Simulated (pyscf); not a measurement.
Optimised with ωB97X-D3(BJ)/def2-SVP in PySCF.

### Question
What is the homolytic dissociation enthalpy (298 K, ωB97M-D3(BJ)/def2-TZVP) of the C–W bond of H₃C–W(=O)(=O)–OH, to CH₃• + [O=W(=O)–OH]•?

### Answer
C–W to CH₃• + [O=W(=O)–OH]•: 77.5 kcal/mol. The 7 functionals that were run give +75.4 (r²SCAN) to +83.4 kcal/mol (ωB97X-D3(BJ)). The radicals are drawn with the spin at the cut bond; how far it spreads was not checked. Other isomers of [O=W(=O)–OH]• were not searched in full and may lie lower. Open-shell species with a d-block atom are single-reference here; other states, and whether the spin sits on metal or ligand, were not checked. Elements past Kr carry the def2 core potentials, without spin-orbit coupling.
